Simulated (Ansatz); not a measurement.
A made-up structure of Si$_{2}$H$_{2}$O, closed shell:

```xyz
5
angstrom
O -0.8495 -0.9755 1.8445
Si -0.0215 -0.6075 0.6372
Si 0.9343 0.2380 -1.1833
H -0.6282 0.0733 -1.2406
H -1.1548 -0.7525 2.7378
```

It is relaxed with PBE-D4/def2-SVP and then PBE0-D4/def2-TZVP (Ansatz 0.2.0). Atoms count as bonded within 1.22 times the sum of their covalent radii (H–H: 0.88 Å). The end point is not checked to be a true minimum.

(1) Does its bonding change? (Judge from chemistry; the calculation decides.)

Results:

(1) By the calculation: Yes. Formed: Si2–H4; broken: none.

Where it ends: The first stage lowers the energy by 0.69 eV in 11 steps. It ends as Si₂H₂O ([OH][Si]1[H][Si]1):
```xyz
5
angstrom
O -0.8512 -1.1556 1.7732
Si 0.1241 -0.5952 0.5877
Si 0.8987 0.2418 -1.1795
H -0.6997 0.0132 -0.8029
H -1.1914 -0.5284 2.4172
```

Labels in which every atom is bracketed show which atoms are joined, not bond orders.

For scale, one of the runs: PBE0-D4/def2-TZVP relaxation, 117 basis functions, launched by `ansatz run in.yaml --threads 2 --pin off --events-out ev --progress --plain --max-ram 4352MiB`. The run took about 11 s on 2 CPU threads of an Arm Neoverse V2 (shared host).
